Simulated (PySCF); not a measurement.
Spin states of SiH

Unrestricted PBE0; basis Si def2-SVPD, H def2-SVPD; no relativity; PySCF 2.14. Outer shells of the fragments: Si 3s2 3p2; H 1s1.

Followed along the bond (rough minima from three points):

```tsv
2Ms+1	unpaired	⟨S²⟩ at the start	R at minimum (Å)	Te (eV)
2	π ↑	0.76	1.54	0.00
4	σ ↑, π ↑↑	3.75	1.51	1.55
```

Solutions found at the starting distance of 1.435 Å, counted from the lowest of them; the search is not exhaustive and high or unbound solutions are not listed, so other states can lie among these:

| 2Ms+1 | unpaired | term | E (eV) | ⟨S²⟩ | ⟨Lz²⟩ | μ (D) |
| --- | --- | --- | --- | --- | --- | --- |
| 2 | π ↑ | ²Π | 0.00 | 0.76 | 1.01 | 0.40 |
| 4 | σ ↑, π ↑↑ | ⁴Σ⁻ | 1.50 | 3.75 | 0.00 | -0.03 |
| 2 | σ ↑, π ↑↓ | mixed | 2.35 | 1.76 | 2.02 | 0.10 |
| 2 | σ ↓, π ↑↑ | mixed | 2.45 | 1.78 | 0.00 | 0.23 |
| 2 | σ ↑ | mixed | 3.37 | 0.76 | 2.00 | 0.07 |
| 4 | σ ↑↑, π ↑ | ⁴Π | 6.26 | 3.75 | 1.01 | 1.04 |
| 2 | π ↑ | ²Π | 7.04 | 0.79 | 1.01 | -0.24 |
| 4 | σ ↑, π ↑↑ | mixed | 8.25 | 3.75 | 2.01 | -0.01 |

A term symbol is given only where ⟨S²⟩ and ⟨Lz²⟩ are close to those of a pure state; real π, δ and φ orbitals otherwise mix terms. A positive dipole means Si(−)H(+).

Q: Compare the gap between the two lowest followed solutions at the starting distance with the gap between their minima.

A: At PBE0 the second solution (quartet, unpaired electrons σ ↑, π ↑↑) lies +1.50 eV from the first (doublet, unpaired electrons π ↑) at 1.435 Å and +1.55 eV at the minima; the two curves relax by different amounts, since their minima lie near 1.51 and 1.54 Å.

Counting both spins, an empty level lies below a filled one in some of these solutions, because spin and occupation are held.
